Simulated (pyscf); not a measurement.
## Hydrogen abstraction: H₂C=CH–F + H atom (H•) -> H₂C=C•–F + hydrogen (H₂)

Gas phase, doublet surface, charge 0. Bonds broken: C1–H3. Bonds formed: H3–H4. PySCF, gas phase, ωB97X-D3(BJ)/def2-SVP geometries.

Transition state (Å):

```xyz
7

C     -0.5253    -0.5909    -0.1997
C      0.6392    -0.2947     0.3510
H     -1.4048     0.4871    -0.7516
H     -1.9113     1.1160    -1.0713
H      1.2837    -1.0830     0.7557
H      0.9623     0.7465     0.4035
F     -1.0692    -1.7787    -0.3475
```

One imaginary mode, 940i cm⁻¹; descent along it reached the two sides named.

```
bond   change  reactant side (Å)  saddle  product side
-----  ------  -----------------  ------  ------------
C1–H3  breaks              1.096   1.497           2.8
H3–H4   forms                3.2   0.868         0.761
```

Electronic energies relative to the separated reactants (kcal/mol):

```
level                   barrier  reaction energy  reverse barrier
----------------------  -------  ---------------  ---------------
ωB97X-D3(BJ)/def2-TZVP     17.0            +10.4              6.6
PBE/def2-TZVP              11.4             +8.9              2.5
r²SCAN/def2-TZVP           10.4             +5.6              4.9
B3LYP-D3(BJ)/def2-TZVP     11.9             +6.9              5.0
PBE0-D3(BJ)/def2-TZVP      14.8            +10.4              4.4
M06-2X/def2-TZVP           18.4             +9.3              9.1
ωB97M-D3(BJ)/def2-TZVP     17.5            +10.8              6.7
HF/def2-TZVP               26.3             +8.6             17.8
```

With ωB97M-D3(BJ)/def2-TZVP energies and thermal terms (ideal gas, 1 atm, RRHO with modes under 100 cm⁻¹ raised to 100, one conformer, R ln 2 for chiral ones without a mode under 150 cm⁻¹), in kcal/mol:

```tsv
T (K)	ΔH‡	ΔG‡	ΔH	ΔG
298	15.2	21.6	+9.4	+8.0
600	15.0	28.1	+9.7	+6.4
900	15.0	34.7	+9.5	+4.8
1200	14.9	41.3	+9.1	+3.3
```

This saddle turned up in a search for another step; its sides and bond changes are read from the two ends of the descent. One saddle was located; it need not be the lowest between these sides. The angle at the transferred H is 180°.
